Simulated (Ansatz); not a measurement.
# OH (SMILES [OH]): where methods fail along a bond

OH: 2 atoms, total charge 0, spin state doublet. As SMILES, `[OH]`. The shape is that of a PBE0-D4/def2-TZVP optimisation.

```jsonl
{"atom": "O", "x (Å)": "0.4159", "y (Å)": "-0.1331", "z (Å)": "0.2145"}
{"atom": "H", "x (Å)": "-0.4159", "y (Å)": "0.1331", "z (Å)": "-0.2145"}
```

The O1–H2 distance is scanned; the parts on either side stay rigid. Basis cc-pVDZ, 1 core orbital frozen in the correlated methods; program Ansatz 0.2.0. FCI is exact within this basis and core. Energies in eV from each method's value at 0.963 Å; open shells run as named. The shape above is that at 0.973 Å.

```
distance (Å)  UBLYP  U-revPBE  UPBE0  UBHLYP  RPA@PBE
       0.963   0.00      0.00   0.00    0.00     0.00
       0.973  -0.01     -0.01  -0.01    0.00    -0.01
       1.204   0.56      0.59   0.75    0.86     0.65
       1.216   0.61      0.65   0.82    0.93     0.71
       1.445   1.73      1.81   2.12    2.28     1.87
       1.460   1.80      1.88   2.20    2.36     1.94
       1.927   3.54      3.61   3.79    3.74     3.69
       1.946   3.58      3.65   3.82    3.76     3.72
       2.409   4.16      4.15   4.20    4.06     4.06
       2.433   4.18      4.16   4.21    4.07     4.07
```

Q: Estimate the FCI curve, and say how far off each method is.

A: 
| distance (Å) | FCI |
| --- | --- |
| 0.963 | 0.00 |
| 0.973 | -0.01 |
| 1.204 | 0.73 |
| 1.216 | 0.79 |
| 1.445 | 1.97 |
| 1.460 | 2.04 |
| 1.927 | 3.55 |
| 1.946 | 3.58 |
| 2.409 | 3.98 |
| 2.433 | 3.99 |

Departure from the FCI curve at its largest: UBLYP -0.24 eV at 1.45 Å; U-revPBE +0.17 eV at 2.43 Å; UPBE0 +0.25 eV at 1.93 Å; UBHLYP +0.32 eV at 1.46 Å; RPA@PBE +0.14 eV at 1.95 Å. For the functionals part of the departure is owed to the small basis.
